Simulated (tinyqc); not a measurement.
Inside a calculation. Method: RHF in the sto-6g basis, for H2O, spin multiplicity 1. One step of it, computed by the program tinyqc.

Task: Iteration 1: building the Fock matrix. J_ij = sum D_kl (ij|kl), K_ij = sum D_kl (ik|jl); F = H + J - 0.5 K; E = tr D H + tr D J / 2 - 0.25 tr D K + E_nn.

D at the start:
```
            1O 1s      1O 2s     1O 2px     1O 2py     1O 2pz      2H 1s      3H 1s
1O 1s    1.620904  -0.240964   0.280176  -0.486045   0.592522  -0.226536  -0.384323
1O 2s   -0.240964   1.541667   0.166786   0.572406  -0.185969  -1.377927   0.549088
1O 2px   0.280176   0.166786   1.728181   0.194007  -0.306084   0.400008  -0.097791
1O 2py  -0.486045   0.572406   0.194007   1.888585   0.658940  -0.990142   0.031500
1O 2pz   0.592522  -0.185969  -0.306084   0.658940   1.376441  -0.176779   0.295667
2H 1s   -0.226536  -1.377927   0.400008  -0.990142  -0.176779   2.144173   0.067475
3H 1s   -0.384323   0.549088  -0.097791   0.031500   0.295667   0.067475   0.955315
```

core Hamiltonian H = T + V (hartree):
```
             1O 1s      1O 2s     1O 2px     1O 2py     1O 2pz      2H 1s      3H 1s
1O 1s   -32.890162  -7.268984   0.000000   0.000000  -0.015788  -1.253255  -1.253255
1O 2s    -7.268984  -9.111573   0.000000   0.000000  -0.182573  -2.892749  -2.892749
1O 2px    0.000000   0.000000  -7.362744   0.000000   0.000000   0.000000   0.000000
1O 2py    0.000000   0.000000   0.000000  -7.468807   0.000000  -1.625469   1.625469
1O 2pz   -0.015788  -0.182573   0.000000   0.000000  -7.435879  -1.400898  -1.400898
2H 1s    -1.253255  -2.892749   0.000000  -1.625469  -1.400898  -4.540274  -1.119883
3H 1s    -1.253255  -2.892749   0.000000   1.625469  -1.400898  -1.119883  -4.540274
```

Two-electron integrals (ij|kl) in chemists' order, unique and non-zero (hartree):
```
(11|11) 4.787491    (21|11) 0.675884    (21|21) 0.121505    (22|11) 1.117379
(22|21) 0.249212    (22|22) 0.817383    (31|31) 0.025762    (32|31) 0.039145
(32|32) 0.180664    (33|11) 1.117381    (33|21) 0.249212    (33|22) 0.817382
(33|33) 0.880663    (41|41) 0.025762    (42|41) 0.039145    (42|42) 0.180664
(43|43) 0.047461    (44|11) 1.117381    (44|21) 0.249212    (44|22) 0.817382
(44|33) 0.785741    (44|44) 0.880663    (51|51) 0.025762    (52|51) 0.039145
(52|52) 0.180664    (53|53) 0.047461    (54|54) 0.047461    (55|11) 1.117381
(55|21) 0.249212    (55|22) 0.817382    (55|33) 0.785741    (55|44) 0.785741
(55|55) 0.880663    (61|11) 0.123238    (61|21) 0.021244    (61|22) 0.042649
(61|33) 0.042558    (61|41) 0.000802    (61|42) 0.001569    (61|44) 0.042719
(61|51) 0.000666    (61|52) 0.001303    (61|54) 0.000134    (61|55) 0.042669
(61|61) 0.003786    (62|11) 0.311860    (62|21) 0.070588    (62|22) 0.257895
(62|33) 0.253531    (62|41) 0.004362    (62|42) 0.032767    (62|44) 0.261279
(62|51) 0.003622    (62|52) 0.027209    (62|54) 0.006435    (62|55) 0.258874
(62|61) 0.012421    (62|62) 0.103103    (63|31) 0.007679    (63|32) 0.043767
(63|43) 0.006694    (63|53) 0.005559    (63|63) 0.014234    (64|11) 0.177781
(64|21) 0.040796    (64|22) 0.158937    (64|33) 0.151878    (64|41) 0.009858
(64|42) 0.062619    (64|44) 0.169875    (64|51) 0.001810    (64|52) 0.015655
(64|54) 0.009386    (64|55) 0.155056    (64|61) 0.007491    (64|62) 0.077234
(64|64) 0.071402    (65|11) 0.147627    (65|21) 0.033876    (65|22) 0.131979
(65|33) 0.126118    (65|41) 0.001810    (65|42) 0.015655    (65|44) 0.129945
(65|51) 0.009182    (65|52) 0.056766    (65|54) 0.009872    (65|55) 0.139874
(65|61) 0.006220    (65|62) 0.064134    (65|64) 0.047472    (65|65) 0.053654
(66|11) 0.469388    (66|21) 0.108220    (66|22) 0.453420    (66|33) 0.435761
(66|41) 0.008310    (66|42) 0.086420    (66|44) 0.467117    (66|51) 0.006901
(66|52) 0.071762    (66|54) 0.026038    (66|55) 0.457382    (66|61) 0.019214
(66|62) 0.234584    (66|64) 0.200340    (66|65) 0.166360    (66|66) 0.774999
(71|11) 0.123238    (71|21) 0.021244    (71|22) 0.042649    (71|33) 0.042558
(71|41) -0.000802   (71|42) -0.001569   (71|44) 0.042719    (71|51) 0.000666
(71|52) 0.001303    (71|54) -0.000134   (71|55) 0.042669    (71|61) 0.003732
(71|62) 0.012019    (71|64) 0.006628    (71|65) 0.006023    (71|66) 0.018396
(71|71) 0.003786    (72|11) 0.311860    (72|21) 0.070588    (72|22) 0.257895
(72|33) 0.253531    (72|41) -0.004362   (72|42) -0.032767   (72|44) 0.261279
(72|51) 0.003622    (72|52) 0.027209    (72|54) -0.006435   (72|55) 0.258874
(72|61) 0.012019    (72|62) 0.082941    (72|64) 0.043060    (72|65) 0.050200
(72|66) 0.153284    (72|71) 0.012421    (72|72) 0.103103    (73|31) 0.007679
(73|32) 0.043767    (73|43) -0.006694   (73|53) 0.005559    (73|63) 0.011069
(73|73) 0.014234    (74|11) -0.177781   (74|21) -0.040796   (74|22) -0.158937
(74|33) -0.151878   (74|41) 0.009858    (74|42) 0.062619    (74|44) -0.169875
(74|51) -0.001810   (74|52) -0.015655   (74|54) 0.009386    (74|55) -0.155056
(74|61) -0.006628   (74|62) -0.043060   (74|64) -0.011837   (74|65) -0.025522
(74|66) -0.071913   (74|71) -0.007491   (74|72) -0.077234   (74|74) 0.071402
(75|11) 0.147627    (75|21) 0.033876    (75|22) 0.131979    (75|33) 0.126118
(75|41) -0.001810   (75|42) -0.015655   (75|44) 0.129945    (75|51) 0.009182
(75|52) 0.056766    (75|54) -0.009872   (75|55) 0.139874    (75|61) 0.006023
(75|62) 0.050200    (75|64) 0.025522    (75|65) 0.040940    (75|66) 0.101210
(75|71) 0.006220    (75|72) 0.064134    (75|74) -0.047472   (75|75) 0.053654
(76|11) 0.110209    (76|21) 0.025222    (76|22) 0.100390    (76|33) 0.097982
(76|44) 0.099783    (76|51) 0.002001    (76|52) 0.018038    (76|55) 0.103405
(76|61) 0.004394    (76|62) 0.040382    (76|64) 0.026211    (76|65) 0.028250
(76|66) 0.097022    (76|71) 0.004394    (76|72) 0.040382    (76|74) -0.026211
(76|75) 0.028250    (76|76) 0.019955    (77|11) 0.469388    (77|21) 0.108220
(77|22) 0.453420    (77|33) 0.435761    (77|41) -0.008310   (77|42) -0.086420
(77|44) 0.467117    (77|51) 0.006901    (77|52) 0.071762    (77|54) -0.026038
(77|55) 0.457382    (77|61) 0.018396    (77|62) 0.153284    (77|64) 0.071913
(77|65) 0.101210    (77|66) 0.308502    (77|71) 0.019214    (77|72) 0.234584
(77|74) -0.200340   (77|75) 0.166360    (77|76) 0.097022    (77|77) 0.774999
```

nuclear repulsion = 7.98399892 hartree

Give: Coulomb J; exchange K; Fock matrix F; total energy of this density.

Result:

Coulomb J (hartree):
```
          1O 1s   1O 2s   1O 2px   1O 2py   1O 2pz   2H 1s    3H 1s
1O 1s   15.2103  2.7861   0.0321  -0.0075   0.0293  0.4896   0.4896
1O 2s    2.7861  7.6785   0.1087   0.0109   0.1389  2.4912   2.4673
1O 2px   0.0321  0.1087   7.6499   0.0251  -0.0257  0.0273   0.0190
1O 2py  -0.0075  0.0109   0.0251   7.7136   0.0414  1.5650  -1.5297
1O 2pz   0.0293  0.1389  -0.0257   0.0414   7.6720  1.3390   1.3110
2H 1s    0.4896  2.4912   0.0273   1.5650   1.3390  4.8475   1.0013
3H 1s    0.4896  2.4673   0.0190  -1.5297   1.3110  1.0013   4.6634
```

exchange K (hartree):
```
          1O 1s    1O 2s   1O 2px   1O 2py   1O 2pz   2H 1s    3H 1s
1O 1s    7.5753   1.1140   0.3836  -0.4864   0.5282  0.0300   0.2574
1O 2s    1.1140   1.9956   0.3371  -0.1603   0.0509  0.4601   0.9458
1O 2px   0.3836   0.3371   1.9296   0.2406  -0.2152  0.2235  -0.0078
1O 2py  -0.4864  -0.1603   0.2406   1.8710   0.3342  0.2453  -0.5148
1O 2pz   0.5282   0.0509  -0.2152   0.3342   1.7648  0.4710   0.4638
2H 1s    0.0300   0.4601   0.2235   0.2453   0.4710  1.1621   0.3802
3H 1s    0.2574   0.9458  -0.0078  -0.5148   0.4638  0.3802   1.2857
```

Fock matrix F (hartree):
```
           1O 1s    1O 2s   1O 2px   1O 2py   1O 2pz    2H 1s    3H 1s
1O 1s   -21.4675  -5.0399  -0.1596   0.2357  -0.2506  -0.7786  -0.8924
1O 2s    -5.0399  -2.4309  -0.0599   0.0910  -0.0692  -0.6316  -0.8983
1O 2px   -0.1596  -0.0599  -0.6777  -0.0952   0.0819  -0.0844   0.0229
1O 2py    0.2357   0.0910  -0.0952  -0.6907  -0.1257  -0.1832   0.3532
1O 2pz   -0.2506  -0.0692   0.0819  -0.1257  -0.6463  -0.2974  -0.3219
2H 1s    -0.7786  -0.6316  -0.0844  -0.1832  -0.2974  -0.2738  -0.3087
3H 1s    -0.8924  -0.8983   0.0229   0.3532  -0.3219  -0.3087  -0.5197
```

total energy of this density = -64.578018 hartree
